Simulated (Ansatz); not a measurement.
Input file:

```yaml
crystal:
  periodic: [false, false, false]
  atoms:
    - {symbol: Br, position_ang: [0.000000, 0.000000, -1.628333]}
    - {symbol: H, position_ang: [0.000000, 0.000000, 0.098667]}
    - {symbol: S, position_ang: [0.000000, 0.000000, 1.529667]}
basis:
  gaussian: {orbitals: cc-pVDZ}
magnetization: {spin_polarized: false, initial_magnetization: 2}
correlation: {method: sc_nevpt2, electrons: outside_noble_gas, active_space: {window: {electrons: 14, orbitals: 9}, shells: [{species: Br, l: s, shell: 4}, {species: Br, l: p, shell: 4}, {species: H, l: s, shell: 1}, {species: S, l: s, shell: 3}, {species: S, l: p, shell: 3}]}}
```

```sh
$ ansatz run in.yaml --threads 1 --pin off --events-out ev --progress --plain --max-ram 2393MiB
```

Output:

```
931 factors; integrals over basis functions are off by at most 1.5e-7 eV
mean field evaluation 1: about -80827.5307 eV, gradient 1.7e1 eV
mean field evaluation 2: about -80827.5326 eV, gradient 1.7e1 eV
mean field evaluation 4: about -80828.1034 eV, gradient 1.3e1 eV
mean field evaluation 8: about -80828.8158 eV, gradient 1.4e0 eV
mean field evaluation 16: about -80816.9105 eV, gradient 3.8e1 eV
mean field evaluation 32: about -80829.2209 eV, gradient 6.9e-2 eV
mean field evaluation 64: about -80828.8290 eV, gradient 2.6e-3 eV
mean field evaluation 96: about -80828.5279 eV, gradient 7.0e-6 eV
mean field evaluation 128: about -80829.2197 eV, gradient 1.4e-1 eV
mean field evaluation 160: about -80828.6104 eV, gradient 2.6e-3 eV
mean field evaluation 192: about -80828.5276 eV, gradient 7.4e0 eV
mean field -80829.22099201 eV, -2970.4190834425 hartree, gradient 2.4e-6 eV, S^2 2.000000; 16 other end points of the search recorded, 0 dependent functions left out
reference -80829.22099201 eV, -2970.4190834425 hartree; 27, 25 occupied and 23, 25 virtual orbitals, 931 factors
state -80829.97236447 eV, -2970.4466958711 hartree
state -80829.97236447 eV, -2970.4466958711 hartree; corrected -80835.13953803 eV, -2970.6365859971 hartree
Total energy: -80835.13953803 eV, -2970.6365859971 hartree
Checks for a lower state left out: starts, orbital_swaps
```

Natural occupations: 1.9998 1.9995 1.9990 1.9987 1.9964 1.9636 1.0029 1.0011 0.0389.

Ran on 1 thread of Arm Neoverse V1, shared host: 8.5 s wall, 0.22 GiB peak host memory.
